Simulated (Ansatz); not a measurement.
# BH2 (doublet): from Hartree-Fock to the top rungs at distance B1–H2 = 1.075 Å, aug-cc-pVTZ

How much of the correlation energy of BH2 (doublet) does each wave-function method recover here?

Program: Ansatz 0.2.0, Gaussian basis. Level of theory: aug-cc-pVTZ, core rule «outside noble gas», up to 1 orbitals frozen. These are calculated values, not measurements.

Plan: UHF; CCSD(T) on ROHF; CCSD(T) on UHF; BCCD(T) on ROHF; CISD; CCSDT(Q) on ROHF; CCSDT(Q) on UHF; CASSCF and MRCISD+Q, 3 electrons in 3 orbitals; CASSCF and NEVPT2, 3 electrons in 3 orbitals; Full CI.

2 further runs of the same task are left out: 2 for a known fault of the program.

**1. The system**

The geometry derives from a PBE0/def2-TZVP stationary point (not a proven minimum). One bond is set to the value named and the two fragments are kept rigid.

3 atoms, charge 0, spin multiplicity 2.

Atoms are counted from 1 here; the program's logs count them from 0.

Bond lengths: B1–H2 1.075 Å, B1–H3 1.191 Å. Angles: H2–B1–H3 129.4°.

**2. UHF**

in.yaml

```yaml
crystal:
  periodic: [false, false, false]
  atoms:
    - {symbol: B, position_ang: [0.000000, -0.076102, -0.008260]}
    - {symbol: H, position_ang: [0.000000, 0.383288, -0.980158]}
    - {symbol: H, position_ang: [0.000000, 0.432971, 1.068748]}
basis:
  gaussian: {orbitals: aug-cc-pVTZ}
magnetization: {spin_polarized: true, initial_magnetization: 1}
hamiltonian: {xc: hf}
output: {orbitals: {seedname: orbitals}}
```

Command:

```sh
$ ansatz run in.yaml --threads 1 --pin off --events-out ev --progress --plain --max-ram 2764MiB --backend cpu
```

Further steps of the session: CCSD(T) on ROHF; CCSD(T) on UHF; BCCD(T) on ROHF; CISD; CCSDT(Q) on ROHF; CCSDT(Q) on UHF; CASSCF and MRCISD+Q, 3 electrons in 3 orbitals; CASSCF and NEVPT2, 3 electrons in 3 orbitals; Full CI.

Before running them: what should the planned runs give, taken together? Wanted: FCI below the RHF energy; RMP2 from FCI; UMP2 from FCI; RCCSD from FCI; RCCSD(T) from FCI; UCCSD(T) from FCI; RCCSDT(Q) from FCI; UCCSDT(Q) from FCI; NEVPT2 pair from FCI.

As calculated:

| quantity | value |
| --- | --- |
| FCI below the RHF energy | -2.8617 eV |
| RMP2 from FCI | +554.9 meV |
| UMP2 from FCI | +552.2 meV |
| RCCSD from FCI | +65.5 meV |
| RCCSD(T) from FCI | +12.2 meV |
| UCCSD(T) from FCI | +11.9 meV |
| RCCSDT(Q) from FCI | +0.1 meV |
| UCCSDT(Q) from FCI | -0.3 meV |
| NEVPT2 pair from FCI | +601.2 meV |
| MRCISD+Q pair from FCI | -1.2 meV |
| levels within 1 kcal/mol (43 meV) | RCCSD(T), UCCSD(T), BCCD(T), RCCSDT, UCCSDT, RCCSDT(Q), UCCSDT(Q), MRCISD+Q pair |
| T1 diagnostic | 0.015 |
| effectively unpaired electrons | 1.02 |

What this shows: RCCSD(T) misses by +12.2 meV, 0.4 % of the correlation energy. One determinant dominates. Of the multireference levels listed MRCISD+Q pair comes nearest in total energy (-1.2 meV), which doesn't show that its space is the better one. These misses are within one basis, not against nature; the frozen cores of restricted and unrestricted runs differ, which can shift their rows.
